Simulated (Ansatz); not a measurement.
Geometry optimisation, UKS BLYP/def2-SVP (Ansatz 0.2.0).

The input (input.yaml):

```yaml
crystal:
  periodic: [false, false, false]
  atoms:
    - { symbol: Li, position_ang: [-2.71649, -0.2617, -0.06229] }
    - { symbol: Si, position_ang: [-0.44792, -1.09613, 0.16942] }
    - { symbol: C, position_ang: [0.50075, 0.5747, 0.08636] }
    - { symbol: H, position_ang: [0.58955, -1.99969, -0.39493] }
    - { symbol: H, position_ang: [0.76228, 0.8356, -0.94066] }
    - { symbol: H, position_ang: [-0.11304, 1.38904, 0.48292] }
    - { symbol: H, position_ang: [1.42486, 0.55818, 0.65917] }
magnetization:
  spin_polarized: true
  initial_magnetization: 1
basis:
  gaussian: { orbitals: def2-SVP }
hamiltonian:
  xc: blyp
relax:
  f_tol: 0.02
  max_steps: 40
output:
  orbitals: {}
```

Launched with:

```bash
$ ansatz run input.yaml --threads 2 --pin off --max-ram 3072MiB --backend cpu --events-out ev --progress --plain --runs-dir out
```

Task: Where does it end, and by what steps?

Result: The forces met the threshold. The force dipped under the threshold on the way, but the program's further checks kept it going. After 8 steps the energy has fallen by 0.214 eV; Li1 moved furthest, 0.69 Å.

| step | energy less start (eV) | largest force component (eV/Å) | accepted |
| --- | --- | --- | --- |
| 0 | 0.0000 | 0.716 | yes |
| 1 | -0.1235 | 0.219 | yes |
| 2 | -0.1775 | 0.129 | yes |
| 3 | -0.2054 | 0.096 | yes |
| 4 | -0.2116 | 0.070 | yes |
| 5 | -0.2135 | 0.044 | yes |
| 6 | -0.2140 | 0.020 | yes |
| 7 | -0.2142 | 0.007 | yes |
| 8 | -0.2143 | 0.015 | yes |

```xyz
7
Properties=species:S:1:pos:R:3
Li -2.976 -0.888 0.067
Si -0.606 -0.810 -0.010
C 0.626 0.686 0.082
H 0.294 -1.967 -0.438
H 1.097 0.881 -0.906
H 0.116 1.617 0.404
H 1.449 0.481 0.801
```

Whether the end is a true minimum wasn't checked by a vibrational analysis.

Run time: 31 s on 2 threads of Arm Neoverse N1 (shared host), peak memory 0.15 GiB.
